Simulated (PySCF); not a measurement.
# AlB (triplet): the SCF solver's settings

The same problem is solved with other solver options, one edit a run.

Method: method and basis as typed in the scripts; program: PySCF 2.14.0.

2 further runs of the same task are left out: 2 that didn't finish.

### Step 1. The starting structure

AlB (triplet): 2 atoms, charge 0, spin multiplicity 3.

Bond lengths: Al1–B2 2.010 Å.

### Step 2. Base script

File input.py:

```python
from pyscf import gto, scf, mp

mol = gto.M(
    atom='Al 0 0 0; B 0 0 2.01',
    basis='jorge-dzp-dkh',
    charge=0,
    spin=2,
    verbose=4,
)
mf = scf.UHF(mol)
mf = mf.sfx2c1e()
mf = mf.density_fit(auxbasis='def2-universal-jkfit')
mf.kernel()
mp.MP2(mf, frozen=6).kernel()
mf.dip_moment()
print('orbital energies (hartree):', [e[max(0, n-3):n+3].round(4) for e, n in zip(mf.mo_energy, mol.nelec)])
```

The run is started by

```
$ OMP_NUM_THREADS=1 python input.py
```

Its log is not repeated here.

Base result: E(SCF) = -266.864983 Eh, E(MP2) − E(SCF) = -0.09897 Eh, ⟨S²⟩ = 2.147, μ = 1.82 D (of the SCF density).

The bond length is a typed value, not an optimised one. The triplet is typed in the script; nothing here shows that it is the ground state.

### Step 3. Initial guess 1e

Run 1 changes initial guess: minao → 1e.

File input.py:

```python
from pyscf import gto, scf, mp

mol = gto.M(
    atom='Al 0 0 0; B 0 0 2.01',
    basis='jorge-dzp-dkh',
    charge=0,
    spin=2,
    verbose=4,
)
mf = scf.UHF(mol)
mf = mf.sfx2c1e()
mf = mf.density_fit(auxbasis='def2-universal-jkfit')
mf.init_guess = '1e'
mf.kernel()
mp.MP2(mf, frozen=6).kernel()
mf.dip_moment()
print('orbital energies (hartree):', [e[max(0, n-3):n+3].round(4) for e, n in zip(mf.mo_energy, mol.nelec)])
```

The run is started by

```
$ OMP_NUM_THREADS=1 python input.py
```

### Step 4. Damping 0.5

Run 2 changes damping: none → 0.5.

input.py: that of step 2 with these lines changed.

```diff
@@ -12,2 +12,4 @@
 mf = mf.density_fit(auxbasis='def2-universal-jkfit')
+mf.damp = 0.5
+mf.diis_start_cycle = 8
 mf.kernel()
```

### Step 5. Smearing width 0.2 hartree

Run 3 changes smearing width: none → 0.2 hartree; step after the SCF: mp2 → none.

input.py: that of step 2 with these lines changed.

```diff
@@ -1,2 +1,2 @@
-from pyscf import gto, scf, mp
+from pyscf import gto, scf
 
@@ -12,4 +12,4 @@
 mf = mf.density_fit(auxbasis='def2-universal-jkfit')
+mf = scf.addons.smearing_(mf, sigma=0.2, method='fermi')
 mf.kernel()
-mp.MP2(mf, frozen=6).kernel()
 mf.dip_moment()
```

### Step 6. Smearing width 0.001 hartree

Run 4 changes smearing width: none → 0.001 hartree; step after the SCF: mp2 → none.

input.py: that of step 2 with these lines changed.

```diff
@@ -1,2 +1,2 @@
-from pyscf import gto, scf, mp
+from pyscf import gto, scf
 
@@ -12,4 +12,4 @@
 mf = mf.density_fit(auxbasis='def2-universal-jkfit')
+mf = scf.addons.smearing_(mf, sigma=0.001, method='fermi')
 mf.kernel()
-mp.MP2(mf, frozen=6).kernel()
 mf.dip_moment()
```

### Step 7. Second-order solver on

Run 5 changes second-order solver: off → on.

input.py: that of step 2 with these lines changed.

```diff
@@ -12,2 +12,3 @@
 mf = mf.density_fit(auxbasis='def2-universal-jkfit')
+mf = mf.newton()
 mf.kernel()
```

Q: Predict the outcome of this session. Wanted: for each run, E(SCF); from base; gap, α spin; SCF dipole; after the SCF.

**Answer**, as computed:

```tsv
run	E(SCF) (hartree)	from base (eV)	cycles	gap, α spin (eV)	SCF dipole (D)	after the SCF
base	-266.864983	0	18	8.46	1.82	MP2 correlation -2.693 eV, core frozen
initial guess 1e	-266.864983	0.0000	22	8.46	1.82	MP2 correlation -2.693 eV, core frozen
damping 0.5	-266.864983	0.0000	26	8.46	1.82	MP2 correlation -2.693 eV, core frozen
smearing width 0.2 hartree (poor choice)	-265.665556	not comparable	15	n/a	0.05	n/a
smearing width 0.001 hartree	-266.691604	+4.7179	18	n/a	1.04	n/a
second-order solver on	-266.886296	-0.5799	5 macro	7.87	2.42	MP2 correlation -2.165 eV, core frozen
```

Distance from each run's final energy (log10 hartree) by cycle:

```tsv
run	cycle 1	cycle 2	cycle 3	cycle 5	cycle 8	cycle 12
base	-1.5	-2.0	-2.4	-2.5	-2.9	-4.8
initial guess 1e	1.7	1.1	0.7	-0.6	-2.5	-4.5
damping 0.5	-1.5	-1.9	-2.1	-2.7	-2.5	-2.9
smearing width 0.2 hartree (poor choice)	-0.9	-1.2	-2.2	-4.2	-5.5	-7.7
smearing width 0.001 hartree	-2.1	-2.4	-3.4	-4.6	-3.3	-4.9
second-order solver on	-1.9	-2.3	-6.1	< -11	done	done
```

**Reading.** No change of the SCF energy comes from initial guess 1e or damping 0.5. The largest comparable shift of the SCF energy, +4.718 eV, comes with the run “smearing width 0.001 hartree”. With second-order solver on the SCF ends in another solution, 0.58 eV lower: the path to self-consistency decides the state here. The base needs 18 cycles and the run with damping 0.5 needs 26. Rows marked «poor choice» come from settings spoiled on purpose.
